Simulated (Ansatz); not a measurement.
**Which is lower?**

Two relaxed structures of MgSiH2Cl, doublet (PBE0-D4/def2-TZVP; forces vanish, vibrations not checked).

A:

Si1  (1.417, -0.814, 1.025)
Mg2  (-0.530, 0.359, -0.182)
Cl3  (-2.216, 1.405, -1.086)
H4  (1.395, 0.370, -0.056)
H5  (0.109, -1.396, 0.303)
(Å)

B:

```
5
angstrom
Si -0.8453 0.3520 -0.6679
Mg 1.1663 -0.4966 0.5542
Cl 2.9854 -1.2668 1.4891
H -1.1703 1.8067 -0.7185
H -2.1360 -0.3953 -0.6568
```

Program: Ansatz 0.2.0. Basis: def2-TZVPP. Cores are frozen in the correlated methods; orbitals are unrestricted. The outer core shell of Li, Na, Mg and K is correlated. The def2 sets are not built for correlating such inner shells, so the correlated values are less sure here. B3LYP uses VWN-RPA correlation.

Problem. Which structure is lower at CCSD(T), and by how much? (To be estimated.)

Solution. The calculation gives: B, by 5.46 kcal/mol (electronic energy, against the other). By their contacts, A is MgSiH₂Cl ([Cl][Mg]12[H][Si]1[H]2) and B is MgSiH₂Cl ([SiH2][Mg][Cl]).

All methods give the same order:

| method | E(B) − E(A) (kcal/mol) |
| --- | --- |
| PBE-D4 | -4.83 |
| r2SCAN-D4 | -5.51 |
| PBE0-D4 | -6.32 |
| B3LYP-D4 | -5.80 |
| wB97M-V | -4.81 |
| HF | -11.23 |
| MP2 | -6.46 |
| CCSD | -6.12 |
| CCSD(T) | -5.46 |

No T1 diagnostic of these runs exceeds 0.014. ⟨S²⟩ of the unrestricted Hartree–Fock references: 0.77 (a pure state has 0.75).

Labels in which every atom is bracketed show which atoms are joined, not bond orders.

For scale, one of the runs: CCSD(T)/def2-TZVPP, 144 basis functions, launched by `ansatz run in.yaml --threads 2 --pin off --events-out ev --progress --plain --max-ram 4352MiB`. Hardware: 2 CPU threads of an Arm Neoverse V1, shared host. Wall time 87 s; peak host memory 2 GiB.
